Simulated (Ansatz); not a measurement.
# AlBH₄S: functionals against CCSD(T) at one geometry

The task here is to estimate one member of a computed series from the others.

Method: single points in def2-TZVPP; program: Ansatz 0.2.0, Gaussian basis.

Correlated methods freeze the cores.

## The starting structure

7 atoms, charge 0, spin multiplicity 1.

Atoms are counted from 1 here; the program's logs count them from 0.

Bond lengths: Al1–B2 2.365 Å, Al1–H4 1.543 Å, B2–S3 1.801 Å, B2–H6 1.233 Å, S3–H7 1.540 Å. Angles: B2–Al1–H4 123.2°, Al1–B2–S3 99.6°, Al1–B2–H6 142.0°, S3–B2–H6 118.1°, B2–S3–H7 95.4°.

As a file:

```xyz
7
AlBH4S
Al   -1.0664    0.0616   -0.3892
B     0.9699    0.7099    0.6232
S     1.8922   -0.8277    0.4516
H    -1.3641   -1.3840   -0.8387
H    -2.6033    1.3186   -0.8514
H     1.5572    1.6921    1.0827
H     0.6914   -1.6657   -0.0267
```

Set-up of the first run:

run/in.yaml reads:

```yaml
crystal:
  periodic: [false, false, false]
  atoms:
    - {symbol: Al, position_ang: [-1.066400, 0.061600, -0.389200]}
    - {symbol: B, position_ang: [0.969900, 0.709900, 0.623200]}
    - {symbol: S, position_ang: [1.892200, -0.827700, 0.451600]}
    - {symbol: H, position_ang: [-1.364100, -1.384000, -0.838700]}
    - {symbol: H, position_ang: [-2.603300, 1.318600, -0.851400]}
    - {symbol: H, position_ang: [1.557200, 1.692100, 1.082700]}
    - {symbol: H, position_ang: [0.691400, -1.665700, -0.026700]}
basis:
  gaussian: {orbitals: def2-TZVPP}
correlation: {method: ccsd_t}
output: {forces: true}
```

No record of the launch command was kept for these runs.

Steps of the session up to this table: CCSD(T)/def2-TZVPP; PBE0-D4/def2-TZVPP; wB97M-V/def2-TZVPP; r2SCAN-D4/def2-TZVPP; PBE-D4/def2-TZVPP; wB97X-V/def2-TZVPP; SPW92/def2-TZVPP.

One of the session's tables, all rows but one given; the rest of the session is left out.

```
   method  RMS force component (eV/Å)  angle to CCSD(T) forces (°)  dipole (D)
  CCSD(T)                       1.366                    reference        1.64
  PBE0-D4                       1.363                          4.4        1.63
  wB97M-V                       1.387                          4.1        1.72
r2SCAN-D4                       1.335                          3.6        1.69
   PBE-D4                           ?                            ?           ?
  wB97X-V                       1.433                          3.2        1.57
    SPW92                       1.275                         11.4        1.65
```

Estimate the missing values for PBE-D4.

**Answer.** RMS force component (eV/Å): 1.258; angle to CCSD(T) forces (°): 6.1; dipole (D): 1.74. In the column «RMS force component (eV/Å)» it is the lowest.
